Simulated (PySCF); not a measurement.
First SCF of a structure search on singlet SiO2, at a hand-made linear geometry. PySCF input:

```python
from pyscf import gto, scf, dft
mol = gto.M(atom='''
Si     0.000000     0.000000     0.000000
O      0.000000     0.000000     1.640000
O      0.000000     0.000000    -1.640000''',
    basis={'Si': 'def2-TZVP', 'O': 'def2-TZVP'},
    charge=0, spin=0)
mf = dft.RKS(mol, xc='PBE0')
mf.grids.atom_grid = (50, 194)
aux = {'Si': 'def2-universal-JKFIT', 'O': 'def2-universal-JKFIT'}
mf = mf.density_fit(auxbasis=aux)
mf.conv_tol = 1e-08
mf.diis_space = 10
mf.max_cycle = 60
mf.init_guess = 'minao'
mf.verbose = 4
mf.kernel()
```

Excerpt of the output (cycles and frontier levels):

```
init E= -439.669043898846
  HOMO = -0.428077682453361  LUMO = -0.198789571918965  gap/eV = 6.23925
cycle= 1 E= -439.362830088811  delta_E= 0.306  |g|= 1.25  |ddm|= 1.93
  HOMO = -0.175237738770995  LUMO = -0.078059580871269  gap/eV = 2.64435
cycle= 2 E= -437.321309838653  delta_E= 2.04  |g|=  3.2  |ddm|= 2.43
  HOMO = -0.345734473631766  LUMO = -0.143036765147485  gap/eV = 5.51569
cycle= 3 E= -439.706407850553  delta_E= -2.39  |g|= 0.0731  |ddm|= 1.83
  HOMO = -0.354357107975235  LUMO = -0.155803953104829  gap/eV = 5.40291
cycle= 4 E= -439.70811525084  delta_E= -0.00171  |g|= 0.0456  |ddm|= 0.13
  HOMO = -0.352313172875011  LUMO = -0.150759873388907  gap/eV = 5.48454
cycle= 5 E= -439.708567890635  delta_E= -0.000453  |g|= 0.013  |ddm|= 0.0381
  HOMO = -0.353491417018243  LUMO = -0.151417000491698  gap/eV = 5.49872
cycle= 6 E= -439.708598544483  delta_E= -3.07e-05  |g|= 0.00308  |ddm|= 0.0049
  HOMO = -0.35364616771311  LUMO = -0.151438282031222  gap/eV = 5.50236
cycle= 7 E= -439.708600350094  delta_E= -1.81e-06  |g|= 0.000494  |ddm|= 0.00159
  HOMO = -0.353665745030901  LUMO = -0.151429593267224  gap/eV = 5.50313
cycle= 8 E= -439.708600400003  delta_E= -4.99e-08  |g|= 2.14e-05  |ddm|= 0.000305
  HOMO = -0.353668212698196  LUMO = -0.151430830347756  gap/eV = 5.50316
cycle= 9 E= -439.708600400056  delta_E= -5.32e-11  |g|= 4.39e-06  |ddm|= 1.13e-05
  HOMO = -0.353667585346774  LUMO = -0.151430889079911  gap/eV = 5.50314
Extra cycle  E= -439.708600400041  delta_E= 1.53e-11  |g|= 1.02e-05  |ddm|= 8.39e-06
converged SCF energy = -439.708600400041
```

No lower solution of this spin was found by a stability analysis within the restricted form, which does not test spin polarisation.

The search for the lowest solution, with the stability check, took 2.9 s on 2 threads of a shared Arm Neoverse V1 host, with 99 basis functions; the process peaked at 0.31 GiB.
